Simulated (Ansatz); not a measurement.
# CSi2: the cost of one run

Computed with Ansatz 0.2.0, Gaussian basis. Level: def2-TZVPP, core rule «outside noble gas», up to 11 orbitals frozen.

Plan: UHF; ROHF; CCSD(T) on UHF.

2 further runs of the same task are left out: 2 set aside as unsound or not needed.

### 1 The system

The geometry is a PBE0/def2-TZVP stationary point (not a proven minimum) of the parent state, kept for this charge and spin.

3 atoms, charge 1, spin multiplicity 4.

Atoms are counted from 1 here; the program's logs count them from 0.

Bond lengths: C1–Si2 1.825 Å, C1–Si3 1.757 Å, Si2–Si3 2.287 Å. Angles: Si2–C1–Si3 79.3°, C1–Si2–Si3 49.0°, C1–Si3–Si2 51.6°.

### 2 UHF

in.yaml reads:

```yaml
crystal:
  periodic: [false, false, false]
  atoms:
    - {symbol: C, position_ang: [0.000000, -1.134324, -0.058627]}
    - {symbol: Si, position_ang: [0.000000, 0.227422, 1.155842]}
    - {symbol: Si, position_ang: [0.000000, 0.257669, -1.130771]}
basis:
  gaussian: {orbitals: def2-TZVPP}
total_charge: 1
magnetization: {spin_polarized: true, initial_magnetization: 3}
hamiltonian: {xc: hf}
output: {orbitals: {seedname: orbitals}}
```

Started as:

```bash
$ ansatz run in.yaml --threads 1 --pin off --events-out ev --progress --plain --max-ram 2816MiB --backend cpu
```

What time and memory should one allow on 1 thread of AMD EPYC 7R13, shared host?

About 11 s, with a peak of 0.33 GiB.
